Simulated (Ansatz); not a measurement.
# Worked example: correlation energy of HCGe⁺, quintet

Geometry: that of the HCGe, quartet, kept fixed. The triplet lies 3.2 eV lower here.

```yaml
atoms:
  - { symbol: Ge, position_ang: [0.0000, 0.0140, 0.3105] }
  - { symbol: C, position_ang: [0.0000, -0.1369, -1.6710] }
  - { symbol: H, position_ang: [0.0000, 0.6198, -2.4658] }
```

Basis cc-pVDZ; Ansatz 0.2.0. Only valence electrons are correlated (noble-gas cores and the filled d shells of p-block atoms frozen), which leaves 8 electrons in 31 orbitals. R marks a restricted (for open shells ROHF) determinant, U an unrestricted one. No spin–orbit coupling is included, and no scalar relativity.

Full CI isn't at hand for all of this; UCCSDT(Q) serves as the reference, and is uncertain by about the last step of the cluster series.

Runs differ by some tens of microhartree through their thresholds and, for an open shell, their frozen cores, so steps under 0.03 kcal/mol mean nothing.

```csv
level,total energy (hartree)
UHF,-2113.320005
UMP2,-2113.429606
UCCSD,-2113.459138
UCCSD(T),-2113.463276
UCCSDT,-2113.464450
UCCSDT(Q),-2113.464733
```

Problem. What is the correlation energy at UCCSDT(Q), and what share of it do UMP2 and UCCSD(T) recover?

Solution. E(corr) = -2113.464733 − (-2113.320005) = -0.144728 hartree = -3.938 eV. UMP2: -0.109601 / -0.144728 = 75.73 %. UCCSD(T): -0.143271 / -0.144728 = 98.99 %.

Problem. By how many kcal/mol does UCCSD(T) miss UCCSDT(Q) (1 hartree = 627.509 kcal/mol), and which steps make up the rest?

Solution. -2113.463276 − (-2113.464733) = 0.001457 hartree = 0.91 kcal/mol. Steps: UCCSDT − UCCSD(T) = -0.74, UCCSDT(Q) − UCCSDT = -0.18 kcal/mol. Differences between like states or geometries often cancel part of this.
